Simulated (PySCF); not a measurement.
# Isomers of C3H4: computed energies against enthalpies of formation

**Measured values to compare with.**

From Active Thermochemical Tables 1.112, for the gas at 298.15 K: enthalpy of formation of `C#CC` 185.83 ± 0.37 kJ/mol; enthalpy of formation of `C=C=C` 190.16 ± 0.36 kJ/mol.

How close the calculation comes is told at the end.

Differences of these values give the isomerisation enthalpies. Geometries: PBE0-D3(BJ)/def2-SVP; runs in PySCF, gas phase, with a dispersion term only where the level names one. Total electronic energies (Eh):

| SMILES | PBE0-D3(BJ)/def2-SVP |
| --- | --- |
| C#CC | -116.42185 |
| C=C=C | -116.42490 |

Zero-point and thermal terms are left out, so the computed numbers are electronic energies.

**Comparison with experiment**

Relative to `C#CC`, the lowest by measurement, in kJ/mol (measured: enthalpies at 298.15 K; computed: electronic energies):

```json
{"SMILES": "C#CC", "measured": "0.0", "PBE0-D3(BJ)/def2-SVP": "0.0"}
{"SMILES": "C=C=C", "measured": "4.3", "PBE0-D3(BJ)/def2-SVP": "-8.0"}
```

Measured values: 185.83 kJ/mol (298.15 K; Active Thermochemical Tables 1.112) for the first row; the others come from the same table. Unsigned miss: PBE0-D3(BJ)/def2-SVP 12.3 kJ/mol. PBE0-D3(BJ)/def2-SVP puts another isomer lowest. Where a level misses, the cause wasn't examined.
